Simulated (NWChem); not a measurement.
# CH3F (fluoromethane) at 6 levels

Wanted: a comparison of 6 runs (HF/3-21G, B3LYP/6-31G*, CAM-B3LYP/def2-SVP, SVWN5/def2-TZVPP, MP2/def2-TZVPP, CCSD/def2-TZVPP) of CH3F (fluoromethane). 

The results are computed with NWChem 7.3.0.

## (1) The structure to begin with

CH3F has 5 atoms, charge 0, and is taken as a singlet. As SMILES, `CF`. Geometry: relaxed at PBE0-D4/def2-TZVP.

Bond lengths: C1–F2 1.376 Å, C1–H3 1.092 Å, C1–H4 1.092 Å, C1–H5 1.092 Å. Angles: F2–C1–H3 109.1°, F2–C1–H4 109.1°, F2–C1–H5 109.1°, H3–C1–H4 109.9°, H3–C1–H5 109.9°, H4–C1–H5 109.9°.

## (2) Energy and gradient at HF/3-21G (run 1)

The input, ch3f.nw:

```
start ch3f
title "CH3F"
memory stack 880 mb heap 220 mb global 1100 mb
charge 0

geometry units angstrom noautosym nocenter noautoz
 C       -0.050700       0.032900       0.007800
 F        1.094100      -0.710500      -0.168600
 H       -0.918700      -0.626900      -0.058000
 H       -0.104800       0.796000      -0.772000
 H       -0.019800       0.508500       0.990700
end

basis spherical bse
 * library 3-21G
end

scf
 thresh 1e-08
 maxiter 80
 print medium
end

task scf gradient
```

Run with:

```sh
$ nwchem ch3f.nw > ch3f.out
```

Output:

```text
[...]
  functions       =    24
[...]
  wavefunction    = RHF
[...]
         Total SCF energy =   -138.280924338368
      One-electron energy =   -265.648178549160
      Two-electron energy =     89.916001442496
 Nuclear repulsion energy =     37.451252768295
        Time for solution =      0.1s
[...]
                         RHF ENERGY GRADIENTS
    atom               coordinates                        gradient
                 x          y          z           x          y          z
   1 C      -0.095809   0.062172   0.014740    0.019572  -0.012784  -0.003006
   2 F       2.067549  -1.342650  -0.318608   -0.019670   0.012773   0.003035
   3 H      -1.736091  -1.184669  -0.109604   -0.004944  -0.007454  -0.000982
   4 H      -0.198043   1.504222  -1.458868    0.002143   0.005001  -0.007249
   5 H      -0.037417   0.960926   1.872152    0.002898   0.002465   0.008201
[...]
```

It took 0.7 s on 1 thread of AMD EPYC 9R45 (Zen 5), shared host; peak memory 0.1 GiB.

## (3) Energy and forces at B3LYP/6-31G(d) (Cartesian functions) (run 2)

The input, run.py:

```python
from ase import Atoms
from ase.calculators.nwchem import NWChem

mol = Atoms(['C', 'F', 'H', 'H', 'H'], positions=[
    [-0.050700, 0.032900, 0.007800],
    [1.094100, -0.710500, -0.168600],
    [-0.918700, -0.626900, -0.058000],
    [-0.104800, 0.796000, -0.772000],
    [-0.019800, 0.508500, 0.990700],
])

calc = NWChem(
    label='mymol',
    theory='dft',
    memory='2200 mb',
    basis='6-31G*',
    dft={'xc': 'b3lyp', 'mult': '1', 'grid': 'xfine', 'convergence': 'energy 1e-08', 'iterations': '100', 'mulliken': None},
)
mol.calc = calc

forces = mol.get_forces()
e = mol.get_potential_energy()
print(f"E = {e:.6f} eV")
print("forces (eV/A):")
for s, f in zip(mol.symbols, forces):
    print(f"{s:2s} {f[0]:10.5f} {f[1]:10.5f} {f[2]:10.5f}")
print("dipole (e A):", mol.get_dipole_moment().round(4))
```

Run with:

```sh
$ export ASE_NWCHEM_COMMAND="nwchem PREFIX.nwi > PREFIX.nwo"
$ python run.py
```

Output:

```text
E = -3802.350036 eV
forces (eV/A):
C     0.03661   -0.02000   -0.00617
F     0.30231   -0.19633   -0.04674
H    -0.17021   -0.01214    0.00643
H    -0.08829    0.12784   -0.06289
H    -0.08042    0.10058    0.10937
dipole (e A): [-0.293   0.1903  0.0452]
```

The calculator wrote mymol.nwi:

```
title "mymol"

permanent_dir mymol

scratch_dir mymol

start mymol

geometry units angstrom nocenter noautosym noautoz
  C  -5.0700000000000002e-02 3.2899999999999999e-02 7.7999999999999996e-03
  F  1.0941000000000001e+00 -7.1050000000000002e-01 -1.6860000000000000e-01
  H  -9.1869999999999996e-01 -6.2690000000000001e-01 -5.8000000000000003e-02
  H  -1.0480000000000000e-01 7.9600000000000004e-01 -7.7200000000000002e-01
  H  -1.9800000000000002e-02 5.0849999999999995e-01 9.9070000000000003e-01
end

memory 2200 mb

basis noprint
   * library 6-31G*
end

dft
  xc b3lyp
  mult 1
  grid xfine
  convergence energy 1e-08
  iterations 100
  mulliken
end

task dft gradient
```

mymol.nwo, cut to the lines that bear on the results:

```text
[...]
         Total DFT energy =     -139.733787621419
[...]
  wavefunction    = closed shell
                         DFT ENERGY GRADIENTS
    atom               coordinates                        gradient
                 x          y          z           x          y          z
   1 C      -0.095809   0.062172   0.014740   -0.000712   0.000389   0.000120
   2 F       2.067549  -1.342650  -0.318608   -0.005879   0.003818   0.000909
   3 H      -1.736091  -1.184669  -0.109604    0.003310   0.000236  -0.000125
   4 H      -0.198043   1.504222  -1.458868    0.001717  -0.002486   0.001223
   5 H      -0.037417   0.960926   1.872152    0.001564  -0.001956  -0.002127
[...]
```

It took 4.5 s on 1 thread of AMD EPYC 9R45 (Zen 5), shared host; peak memory 0.13 GiB.

## (4) Energy and gradient at CAM-B3LYP/def2-SVP (run 3)

The input, m1.nw:

```
start m1
title "CH3F"
memory stack 880 mb heap 220 mb global 1100 mb

geometry units angstrom noautosym nocenter noautoz
 C     -0.050700     0.032900     0.007800
 F      1.094100    -0.710500    -0.168600
 H     -0.918700    -0.626900    -0.058000
 H     -0.104800     0.796000    -0.772000
 H     -0.019800     0.508500     0.990700
end

basis spherical bse
 * library def2-SVP
end

dft
 xc xcamb88 1.00 lyp 0.81 vwn_5 0.19 hfexch 1.00
 cam 0.33 cam_alpha 0.19 cam_beta 0.46
 grid xfine
 convergence energy 1e-08
 direct
 maxiter 100
 mulliken
end

task dft gradient
```

Run with:

```sh
$ nwchem m1.nw > m1.out
```

Output:

```text
[...]
          Wavefunction type:  closed shell.
          No. of atoms     :     5
          No. of electrons :    18
[...]
          Charge           :     0
          Spin multiplicity:     1
[...]
          AO basis - number of functions:    43
[...]
              XC Information
              --------------
                     Hartree-Fock (Exact) Exchange  1.000
                   CAM-Becke88 Exchange Functional  1.000
                      VWN V Correlation Functional  0.190 local
              Lee-Yang-Parr Correlation Functional  0.810
[...]
 d= 0,ls=0.0,diis     1   -139.5436276548 -1.77D+02  1.36D-02  3.26D-01     0.6
[...]
 d= 0,ls=0.0,diis     8   -139.5793838135 -2.57D-10  4.21D-07  8.93D-10     4.4
         Total DFT energy =     -139.579383813467
      One electron energy =     -266.526075552771
           Coulomb energy =      106.446929293145
    Exchange-Corr. energy =      -16.951490322136
 Nuclear repulsion energy =       37.451252768295
[...]
      Total Density - Mulliken Population Analysis
     ---------------------------------------------
    Atom       Charge   Shell Charges
 -----------   ------   -------------------------------------------------------
    1 C    6     5.77   1.99  0.89  0.14  2.04  0.65  0.06
    2 F    9     9.29   1.99  1.12  0.80  3.35  2.01  0.01
    3 H    1     0.98   0.75  0.21  0.02
    4 H    1     0.98   0.75  0.21  0.02
    5 H    1     0.98   0.75  0.21  0.02
[...]
  wavefunction    = closed shell
[...]
                         DFT ENERGY GRADIENTS
    atom               coordinates                        gradient
                 x          y          z           x          y          z
   1 C      -0.095809   0.062172   0.014740   -0.012721   0.008184   0.001971
   2 F       2.067549  -1.342650  -0.318608    0.003425  -0.002224  -0.000524
   3 H      -1.736091  -1.184669  -0.109604    0.006026   0.002359   0.000091
   4 H      -0.198043   1.504222  -1.458868    0.001846  -0.004880   0.003703
   5 H      -0.037417   0.960926   1.872152    0.001424  -0.003438  -0.005241
[...]
```

Run time: 6.6 s. Hardware: 1 thread of AMD EPYC 9R45 (Zen 5), shared host; peak memory 0.12 GiB.

Runs 4 to 5 aren't shown in full; the table further down has their settings and results.

## (5) A single-point energy at CCSD/def2-TZVPP (run 6)

The input, test.nw:

```
START test
TITLE "CH3F energy"
memory stack 880 mb heap 220 mb global 1100 mb
charge 0

GEOMETRY units angstroms noautosym nocenter noautoz
   C       -0.050700       0.032900       0.007800
   F        1.094100      -0.710500      -0.168600
   H       -0.918700      -0.626900      -0.058000
   H       -0.104800       0.796000      -0.772000
   H       -0.019800       0.508500       0.990700
END

BASIS spherical bse
   * library def2-TZVPP
END

SCF
   singlet
   rhf
   thresh 1e-08
   maxiter 80
END

CCSD
   freeze core 2
   maxiter 60
END

TASK ccsd energy
```

Run with:

```sh
$ nwchem test.nw > test.out
```

Output:

```text
[...]
  functions       =   104
[...]
  wavefunction    = RHF
[...]
         Total SCF energy =   -139.102217969139
      One-electron energy =   -266.619717614054
      Two-electron energy =     90.066246876619
 Nuclear repulsion energy =     37.451252768295
        Time for solution =      9.1s
[...]
 Total MP2 energy:           -139.534336147034907
[...]
             energy      energy      error      ampl     ampl      Block
                                                time     time      time
[...]
 Total CCSD energy:           -139.551102454068911
[...]
```

Wall time 83 s (1 thread of AMD EPYC 9R45 (Zen 5), shared host); peak memory 0.18 GiB.

## (6) The series

```tsv
run	level	Cartesian functions	iteration cap	energy (Eh)	dipole moment (D)	HOMO energy (eV)	LUMO energy (eV)	wall time
1	HF/3-21G	no	80	-138.280924	2.23	-13.94	7.51	0.7 s
2	B3LYP/6-31G* (Cartesian functions)	yes	100	-139.733788	1.69	-9.03	2.88	4.5 s
3	CAM-B3LYP/def2-SVP	no	100	-139.579384	1.81	-10.99	3.11	6.6 s
4	SVWN5/def2-TZVPP	no	100	-138.778225	1.74	-8.05	0.66	9.3 s
5	MP2/def2-TZVPP	no	80	-139.534336	1.82	–	–	26 s
6	CCSD/def2-TZVPP	no	80	-139.551102	–	-14.38	4.19	83 s
```

## (7) Outcome

| quantity | value |
| --- | --- |
| run 6: total energy | -139.55110 Eh |
| run 6: HOMO energy (Hartree–Fock orbitals) | -14.38 eV |
| run 6: LUMO energy (Hartree–Fock orbitals) | 4.19 eV |
| run 6: HOMO–LUMO gap (Hartree–Fock orbitals) | 18.57 eV |
| run 6: correlation energy (2 core orbitals frozen) | -448.9 mEh |

What this shows: Over runs 1, 2, 3, 4, 5 the dipole moment (its size) runs from 1.69 D (B3LYP/6-31G*) to 2.23 D (HF/3-21G). The two ends differ in method and basis. Over runs 1, 2, 3, 4 the HOMO–LUMO gap runs from 8.72 eV (SVWN5/def2-TZVPP) to 21.45 eV (HF/3-21G). Totals of different functionals can't be ranked against each other. All runs together took 2.2 min, the longest 83 s.
